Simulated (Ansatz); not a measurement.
# CCSD(T) against full CI for several species

Each species is computed at the geometry given (Å), with frozen cores, in Ansatz 0.2.0: RHF-CCSD(T) for singlets, UHF-CCSD(T) otherwise, and full CI in the same basis. The program picks the determinant by trial CCSD, so it needn't be the lowest Hartree–Fock solution. States: H2B–B⁺ A2, Al–NH2 B2, HSiN A'. Cases whose determinant has another symmetry than full CI's state, or whose (Q) step broke down, weren't drawn.

Problem. Judging by size, spin and bonding, rank them by the size of CCSD(T)'s error in total energy against full CI in the same basis, smallest first (an estimate).
A. Al–NH$_{2}$, triplet, 6-31G: Al 0.000 0.000 0.686; N 0.000 0.000 -1.085; H 0.000 0.833 -1.650; H 0.000 -0.833 -1.650
B. H2B–B⁺, quartet, cc-pVDZ: B 0.000 0.000 0.676; B 0.000 0.000 -0.909; H 0.000 1.048 1.254; H 0.000 -1.048 1.254
C. HSiN, quintet, 6-31G: Si 0.000 -0.096 0.516; N 0.000 0.103 -1.123; H 0.000 1.250 1.222

Solution. C (16.7 meV), A (21.4 meV), B (39.6 meV).

```json
{"species": "HSiN, quintet", "basis": "6-31G", "correlated electrons": "10", "CCSD(T) − full CI (meV)": "16.7", "CCSDT(Q) − full CI (meV)": "-0.8", "unpaired electrons (full CI)": "4.02", "T1": "0.024", "⟨S²⟩ of the determinant": "6.01"}
{"species": "Al–NH2, triplet", "basis": "6-31G", "correlated electrons": "10", "CCSD(T) − full CI (meV)": "21.4", "CCSDT(Q) − full CI (meV)": "-2.5", "unpaired electrons (full CI)": "2.04", "T1": "0.023", "⟨S²⟩ of the determinant": "2.01"}
{"species": "H2B–B⁺, quartet", "basis": "cc-pVDZ", "correlated electrons": "7", "CCSD(T) − full CI (meV)": "39.6", "CCSDT(Q) − full CI (meV)": "0.7", "unpaired electrons (full CI)": "3.05", "T1": "0.026", "⟨S²⟩ of the determinant": "3.78"}
```

Unpaired electrons are Σ n²(2−n)² over natural occupations; an open shell counts its own unpaired electrons too. Frozen cores follow each run's orbitals, which moves totals by a few meV.
